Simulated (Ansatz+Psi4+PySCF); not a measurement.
## singlet NaCl: levels of theory in one basis

```yaml
atoms:
  - { symbol: Na, position_ang: [0.0000, 0.0000, -1.4517] }
  - { symbol: Cl, position_ang: [0.0000, 0.0000, 3.3303] }
```

Basis set: cc-pCVTZ on Na; cc-pV(T+d)Z on Cl (spherical functions). Correlated methods keep 6 orbitals frozen. Charge 0, multiplicity 1.

Computed with Ansatz (development build ahead of 0.2.0) and PySCF 2.14.0; each method stands on the lowest determinant of its kind that the runs found.

| method | E − E(RHF) (eV) | <S²> of the determinant |
| --- | --- | --- |
| RHF | 0.00 | 0.00 |
| RHF-MP2 | -12.55 | – |
| RHF-CCSD(T) | -13.41 | – |

**Question.** What does RHF-CCSD give on the same scale?

**Answer.** -13.11 eV.
